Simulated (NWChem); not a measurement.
System: hydrogen chloride (HCl); SMILES Cl

NWChem input:

```
start job
memory heap 200 mb stack 900 mb global 1100 mb
geometry units angstroms noautosym nocenter noautoz
  Cl     0.000000     0.000000     0.071735
  H      0.000000     0.000000    -1.206875
end
basis spherical
  * library def2-tzvpd
end
dft
  xc pbe0
  iterations 150
end
tddft
  cis
  nroots 6
  notriplet
end
task tddft energy
```

Output (shortened):

```
             Northwest Computational Chemistry Package (NWChem) 7.3.0
             --------------------------------------------------------

                             Geometry "geometry" -> ""
                             -------------------------

 Output coordinates in angstroms (scale by  1.889725989 to convert to a.u.)

  No.       Tag          Charge          X              Y              Z
 ---- ---------------- ---------- -------------- -------------- --------------
    1 Cl                  17.0000     0.00000000     0.00000000     0.07173500
    2 H                    1.0000     0.00000000     0.00000000    -1.20687500

 Effective nuclear repulsion energy (a.u.)       7.0357757510

                                 NWChem DFT Module
                                 -----------------

 Summary of "ao basis" -> "ao basis" (spherical)
 ------------------------------------------------------------------------------
       Tag                 Description            Shells   Functions and Types
 ---------------- ------------------------------  ------  ---------------------
 Cl                        def2-tzvpd               16       46   6s6p3d1f
 H                         def2-tzvpd                5        9   3s2p

            General Information
            -------------------
          SCF calculation type: DFT
          Wavefunction type:  closed shell.
          No. of atoms     :     2
          No. of electrons :    18
           Alpha electrons :     9
            Beta electrons :     9
          Charge           :     0
          Spin multiplicity:     1
          Use of symmetry is: off; symmetry adaption is: off
          Maximum number of iterations: 150
          AO basis - number of functions:    55
                     number of shells:    21
          Convergence on energy requested:  1.00D-06
          Convergence on density requested:  1.00D-05
          Convergence on gradient requested:  5.00D-04

              XC Information
              --------------
                         PBE0 Method XC Functional
                     Hartree-Fock (Exact) Exchange  0.250
          PerdewBurkeErnzerhof Exchange Functional  0.750
            Perdew 1991 LDA Correlation Functional  1.000 local
           PerdewBurkeErnz. Correlation Functional  1.000 non-local

             Grid Information
             ----------------
          Grid used for XC integration:  medium
          Radial quadrature: Mura-Knowles
          Angular quadrature: Lebedev.
          Tag              B.-S. Rad. Rad. Pts. Rad. Cut. Ang. Pts.
          ---              ---------- --------- --------- ---------
          Cl                  1.00       88           9.0       590
          H                   0.35       45           8.0       434
          Grid pruning is: on
          Number of quadrature shells:   133
          Spatial weights used:  Erf1

      Superposition of Atomic Density Guess
      -------------------------------------

 Sum of atomic energies:        -459.97771608

      Non-variational initial energy
      ------------------------------

 Total energy =    -460.050559
 1-e energy   =    -649.141843
 2-e energy   =     182.055508
 HOMO         =      -0.448960
 LUMO         =       0.049782

   convergence    iter        energy       DeltaE   RMS-Dens  Diis-err
 ---------------- ----- ----------------- --------- --------- ---------
 d= 0,ls=0.0,diis     1   -460.6470815146 -4.68D+02  5.93D-03  4.13D-01
 d= 0,ls=0.0,diis     2   -460.6568262825 -9.74D-03  3.36D-03  6.49D-02
 d= 0,ls=0.0,diis     3   -460.6627937050 -5.97D-03  1.28D-03  2.41D-02
 d= 0,ls=0.0,diis     4   -460.6659191526 -3.13D-03  9.85D-05  5.29D-05
 d= 0,ls=0.0,diis     5   -460.6659242635 -5.11D-06  2.45D-05  6.87D-06
 d= 0,ls=0.0,diis     6   -460.6659248484 -5.85D-07  3.01D-06  5.42D-08

         Total DFT energy =     -460.665924848427
      One electron energy =     -649.970110086748
           Coulomb energy =      210.717724361302
    Exchange-Corr. energy =      -28.449314873988
 Nuclear repulsion energy =        7.035775751007

 Numeric. integr. density =       18.000001371785

                       DFT Final Molecular Orbital Analysis
                       ------------------------------------

 Vector    7  Occ=2.000000D+00  E=-4.896417D-01
              MO Center= -1.2D-09, -1.5D-09, -1.4D-01, r^2= 1.3D+00
   Bfn.  Coefficient  Atom+Function         Bfn.  Coefficient  Atom+Function
  ----- ------------  ---------------      ----- ------------  ---------------
    18      0.426234  1 Cl pz                48     -0.246298  2 H  s
     4      0.227580  1 Cl s                  5      0.213549  1 Cl s
    15      0.206417  1 Cl pz                21      0.187450  1 Cl pz
     9     -0.171700  1 Cl pz                47     -0.159054  2 H  s
     3     -0.158038  1 Cl s                 12     -0.081892  1 Cl pz

 Vector    8  Occ=2.000000D+00  E=-3.492296D-01
              MO Center=  2.4D-09,  2.4D-09,  3.1D-02, r^2= 1.2D+00
   Bfn.  Coefficient  Atom+Function         Bfn.  Coefficient  Atom+Function
  ----- ------------  ---------------      ----- ------------  ---------------
    16      0.393079  1 Cl px                17      0.391514  1 Cl py
    19      0.236947  1 Cl px                20      0.236004  1 Cl py
    13      0.180210  1 Cl px                14      0.179493  1 Cl py
     7     -0.148009  1 Cl px                 8     -0.147420  1 Cl py
    10     -0.068866  1 Cl px                11     -0.068592  1 Cl py

 Vector    9  Occ=2.000000D+00  E=-3.492296D-01
              MO Center=  1.8D-10, -2.3D-10,  3.1D-02, r^2= 1.2D+00
   Bfn.  Coefficient  Atom+Function         Bfn.  Coefficient  Atom+Function
  ----- ------------  ---------------      ----- ------------  ---------------
    16      0.391514  1 Cl px                17     -0.393079  1 Cl py
    19      0.236004  1 Cl px                20     -0.236947  1 Cl py
    13      0.179493  1 Cl px                14     -0.180210  1 Cl py
     7     -0.147420  1 Cl px                 8      0.148009  1 Cl py
    10     -0.068592  1 Cl px                11      0.068866  1 Cl py

 Vector   10  Occ=0.000000D+00  E=-4.129550D-03
              MO Center=  1.5D-08, -9.7D-09, -1.1D+00, r^2= 4.4D+00
   Bfn.  Coefficient  Atom+Function         Bfn.  Coefficient  Atom+Function
  ----- ------------  ---------------      ----- ------------  ---------------
     6      1.504200  1 Cl s                 49     -0.845145  2 H  s
    55     -0.658901  2 H  pz                18      0.346485  1 Cl pz
     4     -0.283352  1 Cl s                 48      0.252834  2 H  s
    24     -0.244938  1 Cl pz                21     -0.215498  1 Cl pz
    37      0.208885  1 Cl d  0               3      0.157916  1 Cl s

 Vector   11  Occ=0.000000D+00  E= 5.427516D-02
              MO Center=  4.7D-09, -2.6D-09,  6.6D-01, r^2= 1.1D+01
   Bfn.  Coefficient  Atom+Function         Bfn.  Coefficient  Atom+Function
  ----- ------------  ---------------      ----- ------------  ---------------
    24      1.269744  1 Cl pz                49      0.794947  2 H  s
     6     -0.329280  1 Cl s                  5     -0.176472  1 Cl s
     4     -0.099554  1 Cl s                 32      0.090652  1 Cl d  0
    21      0.078010  1 Cl pz                48      0.076480  2 H  s
    47      0.075226  2 H  s                  3      0.063934  1 Cl s

 Vector   12  Occ=0.000000D+00  E= 6.100640D-02
              MO Center= -2.6D-08, -4.0D-09,  4.3D-02, r^2= 1.2D+01
   Bfn.  Coefficient  Atom+Function         Bfn.  Coefficient  Atom+Function
  ----- ------------  ---------------      ----- ------------  ---------------
    22      1.188791  1 Cl px                19     -0.260770  1 Cl px
    53     -0.130120  2 H  px                16     -0.121467  1 Cl px
    38      0.111947  1 Cl d  1              23      0.095922  1 Cl py
    13     -0.089386  1 Cl px                 7      0.055175  1 Cl px
    10      0.029267  1 Cl px

     Multipole analysis of the density
     ---------------------------------

[...]

                                NWChem TDDFT Module
                                -------------------

            General Information
            -------------------
           No. of orbitals :     110
            Alpha orbitals :      55
             Beta orbitals :      55
        Alpha frozen cores :       0
         Beta frozen cores :       0
     Alpha frozen virtuals :       0
      Beta frozen virtuals :       0
         Spin multiplicity :       1
    Number of AO functions :      55
        Use of symmetry is : off
      Symmetry adaption is : off
         Schwarz screening :  0.10D-07

              XC Information
              --------------
                  PBE0 Method XC Functional
              Hartree-Fock (Exact) Exchange   0.25
   PerdewBurkeErnzerhof Exchange Functional   0.75
     Perdew 1991 LDA Correlation Functional   1.00 local
    PerdewBurkeErnz. Correlation Functional   1.00 non-local

             TDDFT Information
             -----------------
          Calculation type : Tamm-Dancoff TDDFT
         Wavefunction type : Restricted singlets
          No. of electrons :      18
           Alpha electrons :       9
            Beta electrons :       9
              No. of roots :       6
          Max subspacesize :    5200
            Max iterations :     100
               Target root :       1
           Target symmetry : none
      Symmetry restriction : off
                 Algorithm : Optimal
        Davidson threshold :  0.10D-03

    6 smallest eigenvalue differences (eV)
--------------------------------------------------------
  No. Spin  Occ  Vir  Irrep   E(Occ)    E(Vir)   E(Diff)
--------------------------------------------------------
    1    1    9   10 a        -0.349    -0.004     9.391
    2    1    8   10 a        -0.349    -0.004     9.391
    3    1    9   11 a        -0.349     0.054    10.980
    4    1    8   11 a        -0.349     0.054    10.980
    5    1    9   12 a        -0.349     0.061    11.163
    6    1    8   12 a        -0.349     0.061    11.163
--------------------------------------------------------

  Entering Davidson iterations
  Restricted singlet excited states

  Iter   NTrls   NConv    DeltaV     DeltaE      Time
  ----  ------  ------  ---------  ---------  ---------
    1      6       0     0.76E-01   0.10+100        1.1
    2     12       0     0.28E-01   0.95E-02        1.1
    3     18       0     0.28E-01   0.29E-02        1.1
    4     24       0     0.15E-01   0.17E-02        1.1
    5     30       2     0.64E-02   0.35E-03        1.1
    6     34       4     0.20E-02   0.17E-04        1.0
    7     36       5     0.34E-03   0.11E-05        0.9
    8     37       6     0.46E-04   0.16E-07        0.8
  ----  ------  ------  ---------  ---------  ---------
  Convergence criterion met

  Ground state a        -460.665924848427 a.u.

  ----------------------------------------------------------------------------
  Root   1 singlet a              0.283458230 a.u.                7.7133 eV
  ----------------------------------------------------------------------------
     Transition Moments    X  0.24066   Y -0.23858   Z -0.00000
     Dipole Oscillator Strength                    0.0217014738
     Electric Quadrupole                           0.0000000005
     Magnetic Dipole                               0.0000001990
     Total Oscillator Strength                     0.0217016733

     Occ.    9  a   ---  Virt.   10  a       -0.98966
     Occ.    9  a   ---  Virt.   11  a       -0.06427
     Occ.    9  a   ---  Virt.   14  a        0.09504
  ----------------------------------------------------------------------------
  Root   2 singlet a              0.283458232 a.u.                7.7133 eV
  ----------------------------------------------------------------------------
     Transition Moments    X -0.23858   Y -0.24066   Z -0.00000
     Dipole Oscillator Strength                    0.0217014738
     Electric Quadrupole                           0.0000000005
     Magnetic Dipole                               0.0000001990
     Total Oscillator Strength                     0.0217016733

     Occ.    8  a   ---  Virt.   10  a        0.98966
     Occ.    8  a   ---  Virt.   11  a        0.06427
     Occ.    8  a   ---  Virt.   14  a       -0.09504
  ----------------------------------------------------------------------------
  Root   3 singlet a              0.357275088 a.u.                9.7220 eV
  ----------------------------------------------------------------------------
     Transition Moments    X -0.14158   Y  0.13776   Z  0.00000
     Dipole Oscillator Strength                    0.0092946587
     Electric Quadrupole                           0.0000002653
     Magnetic Dipole                               0.0000001100
     Total Oscillator Strength                     0.0092950341

     Occ.    8  a   ---  Virt.   17  a       -0.05555
     Occ.    9  a   ---  Virt.   10  a        0.08910
     Occ.    9  a   ---  Virt.   11  a       -0.96639
     Occ.    9  a   ---  Virt.   14  a        0.21550
     Occ.    9  a   ---  Virt.   18  a        0.05555
     Occ.    9  a   ---  Virt.   19  a        0.05711
  ----------------------------------------------------------------------------
  Root   4 singlet a              0.357275090 a.u.                9.7220 eV
  ----------------------------------------------------------------------------
     Transition Moments    X -0.13776   Y -0.14158   Z  0.00000
     Dipole Oscillator Strength                    0.0092946587
     Electric Quadrupole                           0.0000002653
     Magnetic Dipole                               0.0000001100
     Total Oscillator Strength                     0.0092950340

     Occ.    8  a   ---  Virt.   10  a        0.08910
     Occ.    8  a   ---  Virt.   11  a       -0.96639
     Occ.    8  a   ---  Virt.   14  a        0.21550
     Occ.    8  a   ---  Virt.   18  a       -0.05555
     Occ.    8  a   ---  Virt.   19  a        0.05711
     Occ.    9  a   ---  Virt.   17  a       -0.05555
  ----------------------------------------------------------------------------
  Root   5 singlet a              0.363613129 a.u.                9.8944 eV
  ----------------------------------------------------------------------------
     Transition Moments    X  0.00000   Y  0.00000   Z  0.00002
     Dipole Oscillator Strength                    0.0000000001
     Electric Quadrupole                           0.0000004536
     Magnetic Dipole                               0.0000000000
     Total Oscillator Strength                     0.0000004537

     Occ.    8  a   ---  Virt.   12  a        0.44889
     Occ.    8  a   ---  Virt.   13  a       -0.54488
     Occ.    9  a   ---  Virt.   12  a        0.54489
     Occ.    9  a   ---  Virt.   13  a        0.44887
  ----------------------------------------------------------------------------
  Root   6 singlet a              0.363613137 a.u.                9.8944 eV
  ----------------------------------------------------------------------------
     Transition Moments    X  0.00000   Y -0.00000   Z -0.00000
     Dipole Oscillator Strength                    0.0000000000
     Electric Quadrupole                           0.0000004536
     Magnetic Dipole                               0.0000000000
     Total Oscillator Strength                     0.0000004536

     Occ.    8  a   ---  Virt.   12  a       -0.54489
     Occ.    8  a   ---  Virt.   13  a       -0.44888
     Occ.    9  a   ---  Virt.   12  a        0.44888
     Occ.    9  a   ---  Virt.   13  a       -0.54488

              Target root =      1
          Target symmetry = none
      Ground state energy =   -460.665924848427
        Excitation energy =      0.283458230428
     Excited state energy =   -460.382466617999

  stored tddft:energy   -460.38246661799917
```

Level: PBE0/def2-TZVPD, TDA. Geometry: optimised at PBE0-D3(BJ)/def2-TZVP.
